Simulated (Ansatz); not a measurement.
Total energies of the cluster Na2O from Ansatz at PBE-D4/def2-TZVP, gas phase (1 Eh = 27.2114 eV = 2625.5 kJ/mol). The reference geometry is relaxed at PBE-D4/def2-TZVP.

| atom | x (Å) | y (Å) | z (Å) |
| --- | --- | --- | --- |
| Na1 | -1.3826 | -0.4733 | -1.2852 |
| Na2 | 1.3260 | 0.7801 | 1.1919 |
| O3 | 0.0567 | -0.3068 | 0.0933 |

```json
{"state": "charge 0 singlet", "geometry": "reference", "energy (Eh)": "-399.52339"}
{"state": "charge 1 doublet", "geometry": "reference", "energy (Eh)": "-399.32543"}
{"state": "charge 0 triplet", "geometry": "relaxed at PBE-D4/def2-TZVP", "energy (Eh)": "-399.47998"}
{"state": "charge 0 quintet", "geometry": "relaxed at PBE-D4/def2-TZVP", "energy (Eh)": "-399.33626"}
```

(1) Work out the vertical ionisation energy to the doublet.

(2) Which of the charge 0 states is lowest, and how far above it are the others?

(1) E(charge 1 doublet) − E(charge 0 singlet) = -399.32543 − (-399.52339) = 0.19796 Eh = 5.39 eV. For comparison, −ε of the highest occupied level is 2.50 eV at this level, 2.89 eV less.

(2) The singlet. triplet: -399.47998 − (-399.52339) = 0.04341 Eh = 114.0 kJ/mol; quintet: -399.33626 − (-399.52339) = 0.18713 Eh = 491.3 kJ/mol. The quintet has fallen apart, so its energy is that of loose fragments and no spin gap. The quintet differs in its bonds from the reference.

The structure comes from a short search, and lower isomers may exist.
